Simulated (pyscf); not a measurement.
A first-order saddle from PySCF, ωB97X-D3(BJ)/def2-SVP:

```
In
H 1 1.8872
H 2 1.4067 1 86.19
H 3 0.9081 2 139.83 1 -8.76
P 4 2.0682 3 135.70 2 40.99
H 5 1.4263 4 61.05 3 93.00
```

Surface: singlet, charge 0. Lowest wavenumbers (cm⁻¹): 1294i, 227, 274, 375, 524.

Problem. Name the species on either side of this saddle.

Solution. HP=InH + H₂ ⇌ H₂P–In [singlet] + H₂, a concerted two-bond exchange read from left to right: H–H, H–In broken and H–P, H–H formed. At ωB97M-D3(BJ)/def2-TZVP it lies +50.5 kcal/mol from the left side and +79.1 kcal/mol from the right (each side as separated species at their lowest minima found). The same reactants have a lower exit, to H₂P–InH₂ (barrier +31.6 kcal/mol at ωB97M-D3(BJ)/def2-TZVP, against +50.5 kcal/mol here). One saddle was located; it need not be the lowest between these sides. One closed-shell reference is unstable to symmetry breaking; treat the single-reference values with care. Elements past Kr carry the def2 core potentials, without spin-orbit coupling.
